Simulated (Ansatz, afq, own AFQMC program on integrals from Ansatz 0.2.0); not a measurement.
Two steps: Ansatz 0.2.0 writes the Fock matrix and Cholesky factors of the valence space, and afq projects on them the lowest state that overlaps trial and start.

```yaml
crystal:
  periodic: [false, false, false]
  atoms:
    - {symbol: Ge, position_ang: [0.005381, 0.052741, 0.394080]}
    - {symbol: N, position_ang: [-0.088351, -0.211445, -1.949213]}
    - {symbol: H, position_ang: [0.287318, -1.309962, 1.094126]}
    - {symbol: H, position_ang: [0.552675, 0.447334, -2.407595]}
basis:
  gaussian: {orbitals: cc-pVDZ}
magnetization: {spin_polarized: true, initial_magnetization: 3}
correlation: {method: ccsd_t, electrons: outside_noble_gas, hamiltonian_folder: ham}
```

```sh
$ ansatz run in.yaml --threads 1 --pin off --events-out ev --progress --plain --max-ram 1382MiB
```

Options of the walk:

```
--method free --trial cisd --walkers 60 --time-step 0.03 --max-blocks 80 --target-error 0.0004 --factor-cut 1e-05 --seed 9259 --times 0,0.21,0.42,0.81,1.2,1.8,2.4,3 --taylor-order 8
```

Times are imaginary, in 1/Eh. The walk had a cap of 1161 s. Filled inner d shells are frozen with the cores.

Output of the walk:

```
orbitals 36  electrons 7 4  factors 276 of 551
reference energy -2130.83212386 Eh
CCSD correlation -0.21762802 Eh in 17 cycles, weight of the determinant in the CISD state 0.8594
repeat  energy at the last time / Eh  error
    10  -2131.054918  0.001669
    20  -2131.054865  0.000938
    30  -2131.055551  0.000781
    40  -2131.055444  0.000733
    50  -2131.056023  0.000675
    60  -2131.056322  0.000618
    70  -2131.056584  0.000568
    80  -2131.056615  0.000517
time / (1/Eh)  energy / Eh  error  mean overlap
  0.00  -2131.049849  0.000172  1.1639
  0.21  -2131.052612  0.000179  1.1761
  0.42  -2131.053963  0.000189  1.1803
  0.81  -2131.055473  0.000206  1.1798
  1.20  -2131.056514  0.000262  1.1597
  1.80  -2131.056808  0.000349  1.1534
  2.40  -2131.056940  0.000382  1.1577
  3.00  -2131.056615  0.000517  1.1823
energy -2131.056615 +/- 0.000517 Eh
```

The run passed its tests (error under three times the target), which doesn't prove that it has relaxed.

Against this walk (error 14.1 meV) on the same determinant: CCSD(T) 34.0 meV higher, CCSDT(Q) 29.4 meV lower. The error is statistical, and a free projection of finite length keeps a remainder of its start. The determinant has ⟨S²⟩ = 3.86, so the low cluster orders mix in higher spin, and so can this walk.

Cautions: remainder of the start not in the error; start is not spin pure; error above the target (14.1 against 10.9 meV); no relativity below Rb; no spin-orbit coupling; inner d shell frozen; lower spins were not checked; unrestricted determinant spin contaminated (⟨S²⟩ 3.86 against 3.75).

The walk took 4.6 min on 1 thread of Arm Neoverse V1 (shared host). The log's last line is the free-projection energy.

CCSDT and higher add their correlation energy to the determinant of the CCSD(T) run, since their own runs factorise the integrals more tightly (a shift of under 2 meV).
